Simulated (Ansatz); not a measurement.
This geometry of AlH3 + H3P (8 atoms, charge 0, multiplicity 1) is a first-order saddle point.

Theory: Ansatz, RKS r2SCAN-D4/def2-SVP.

```xyz
8
Properties=species:S:1:pos:R:3
Al 0.014 -0.308 0.025
H -0.047 0.155 1.666
H 1.430 0.037 -0.583
H -1.439 -0.169 -0.577
P 0.116 -2.675 1.170
H -0.545 -2.938 -0.069
H 1.434 -2.717 0.623
H -0.015 -0.963 1.632
```

Problem. Which two structures does it join? (They come from a converged band through this point; their orientation in space is the band's.)

Solution. Bonds broken: Al1–H2, P5–H8. Bonds formed: Al1–P5, H2–H8. AlH3 + H3P becomes AlH4P + H2.

Image 0:

```xyz
8
Properties=species:S:1:pos:R:3
Al -0.003 0.056 0.136
H 0.131 0.743 1.568
H 1.301 -0.191 -0.742
H -1.446 -0.146 -0.504
P 0.110 -2.982 1.157
H -0.370 -2.773 -0.172
H 1.454 -2.630 0.831
H -0.230 -1.656 1.612
```

Image 6:

```xyz
8
Properties=species:S:1:pos:R:3
Al 0.094 -0.681 -0.042
H -0.187 0.589 1.756
H 1.402 0.195 -0.264
H -1.325 -0.179 -0.553
P 0.273 -2.837 0.869
H -0.564 -3.421 -0.132
H 1.491 -3.134 0.183
H -0.235 -0.109 2.070
```

Problem. How far does it lie above each of them?

Solution. 64.1 kJ/mol above the first and 90.1 kJ/mol above the second. This is the barrier of this one path; another mechanism may lie lower. The orbitals stay closed-shell, which can raise the energy where a bond breaks towards radicals; this wasn't checked here.

Time of the run: 2.2 min on 1 thread of Arm Neoverse V1 (shared host), peak memory 0.12 GiB.
